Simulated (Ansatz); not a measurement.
**BNH₃− (SMILES B[NH-]): functionals against CCSD(T) at one geometry**

A test off equilibrium: a structure displaced at random from a GFN2-xTB minimum is computed at several levels, and each is set against CCSD(T).

Program: Ansatz 0.2.0, Gaussian basis. Level of theory: single points in def2-TZVPPD. These are calculated values, not measurements.

Cores are frozen in the correlated methods.

## Step 1: Starting geometry

5 atoms, charge -1, spin multiplicity 1.

Atoms are counted from 1 here; the program's logs count them from 0.

Bond lengths: B1–N2 1.504 Å, B1–H3 1.382 Å, N2–H5 1.007 Å. Angles: N2–B1–H3 113.7°, B1–N2–H5 114.4°.

Geometry (Å):

```xyz
5
BH3N
B    -0.30200   -0.21520   -0.10410
N     0.60880    0.96680   -0.28910
H    -0.21210   -0.79500    1.14680
H    -1.04390   -0.52870   -1.40350
H     1.34950    1.03180    0.39070
```

## Step 2: CCSD(T)/def2-TZVPPD

Input file run/in.yaml:

```yaml
crystal:
  periodic: [false, false, false]
  atoms:
    - {symbol: B, position_ang: [-0.302000, -0.215200, -0.104100]}
    - {symbol: N, position_ang: [0.608800, 0.966800, -0.289100]}
    - {symbol: H, position_ang: [-0.212100, -0.795000, 1.146800]}
    - {symbol: H, position_ang: [-1.043900, -0.528700, -1.403500]}
    - {symbol: H, position_ang: [1.349500, 1.031800, 0.390700]}
basis:
  gaussian: {orbitals: "def2-TZVPPD.json"}
total_charge: -1
correlation: {method: ccsd_t}
output: {forces: true}
```

The basis file named in the input lies beside it (Basis Set Exchange, JSON).

No record of the launch command was kept for these runs.

## Step 3: PBE0-D4/def2-TZVPPD

Edit run/in.yaml of step 2 so:

```diff
@@ -11,3 +11,3 @@
 total_charge: -1
-correlation: {method: ccsd_t}
-output: {forces: true}
+hamiltonian: {xc: pbe0, dispersion: d4}
+output: {forces: true, orbitals: {seedname: orbitals}}
```

## Step 4: wB97M-V/def2-TZVPPD

Edit run/in.yaml of step 3 so:

```diff
@@ -11,3 +11,3 @@
 total_charge: -1
-hamiltonian: {xc: pbe0, dispersion: d4}
-output: {forces: true, orbitals: {seedname: orbitals}}
+hamiltonian: {xc: {name: wB97M-V}}
+output: {forces: true}
```

## Step 5: r2SCAN-D4/def2-TZVPPD

Edit run/in.yaml of step 4 so:

```diff
@@ -11,3 +11,3 @@
 total_charge: -1
-hamiltonian: {xc: {name: wB97M-V}}
+hamiltonian: {xc: r2scan, dispersion: d4}
 output: {forces: true}
```

## Step 6: PBE-D4/def2-TZVPPD

Edit run/in.yaml of step 5 so:

```diff
@@ -11,3 +11,3 @@
 total_charge: -1
-hamiltonian: {xc: r2scan, dispersion: d4}
+hamiltonian: {xc: pbe, dispersion: d4}
 output: {forces: true}
```

## Step 7: r2SCAN0-D4/def2-TZVPPD

Edit run/in.yaml of step 6 so:

```diff
@@ -11,3 +11,3 @@
 total_charge: -1
-hamiltonian: {xc: pbe, dispersion: d4}
+hamiltonian: {xc: {name: r2SCAN0}, dispersion: d4}
 output: {forces: true}
```

## Step 8: HSE06-D4/def2-TZVPPD

Edit run/in.yaml of step 7 so:

```diff
@@ -11,3 +11,3 @@
 total_charge: -1
-hamiltonian: {xc: {name: r2SCAN0}, dispersion: d4}
+hamiltonian: {xc: hse06, dispersion: d4}
 output: {forces: true}
```

(Steps that only read results are left out.)

Before running it: what results should come out? Wanted: RMS force component; RMS force error; HOMO and LUMO, PBE0-D4; T1 diagnostic.

The runs gave:

| quantity | value |
| --- | --- |
| RMS force component | 1.750 to 1.984 eV/Å over the methods |
| RMS force error | PBE0-D4 0.240, wB97M-V 0.267, r2SCAN-D4 0.174, PBE-D4 0.140, r2SCAN0-D4 0.315, HSE06-D4 0.235 eV/Å |
| HOMO and LUMO, PBE0-D4 | -0.31 and 4.19 eV |
| T1 diagnostic | 0.020 |

In words: For forces PBE-D4 does best and r2SCAN0-D4 worst. Frozen-core CCSD(T) forces in triple zeta carry basis errors of their own, and this is one geometry, so small gaps rank nothing. The restricted Hartree–Fock reference is unstable towards an unrestricted one at one or more of these structures.
